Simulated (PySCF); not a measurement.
Which level of theory gave which numbers?

Species: pyranone, C5H4O2.
Numbering: `[O:1]=[c:2]1[cH:3][cH:4][o:5][cH:6][cH:7]1` (hydrogens: H8 on C3; H9 on C4; H10 on C6; H11 on C7)

The closed-shell ground state was solved 7 times with PySCF (density fitting, gas phase), always in the def2-SVPD basis (178 functions), with these functionals: B3LYP, CAM-B3LYP, HF, LC-wPBE, LDA, PBE0 and wB97X-D. Geometry: PBE0-D3(BJ)/def2-SVP; no solvent, vibrations or thermal averaging.

| row | total energy (Eh) | HOMO (eV) | LUMO (eV) | dipole (D) |
| --- | --- | --- | --- | --- |
| P | -343.1244 | -6.99 | -1.55 | 4.15 |
| Q | -340.3181 | -5.74 | -2.48 | 4.10 |
| R | -342.8921 | -10.04 | 0.85 | 4.16 |
| S | -341.1197 | -10.05 | 2.26 | 4.47 |
| T | -342.7371 | -7.26 | -1.33 | 4.16 |
| U | -342.9665 | -8.75 | -0.25 | 4.19 |
| V | -343.0009 | -9.20 | 0.41 | 4.20 |

Question: Which functional belongs to which row?

Answer: P = B3LYP, Q = LDA, R = LC-wPBE, S = HF, T = PBE0, U = CAM-B3LYP, V = wB97X-D. By rising HOMO–LUMO gap: LDA (LDA) 3.26 eV; B3LYP (global hybrid, 20 % exact exchange) 5.44 eV; PBE0 (global hybrid, 25 % exact exchange) 5.93 eV; CAM-B3LYP (range-separated hybrid) 8.50 eV; wB97X-D (range-separated hybrid) 9.61 eV; LC-wPBE (range-separated hybrid) 10.89 eV; HF (all exact exchange) 12.31 eV. Total energies of different functionals aren't bounds to one another; each is stationary for its own functional.

The pairwise dispersion term of wB97X-D wasn't added to the energies; at a given geometry it leaves orbitals and properties as they are.
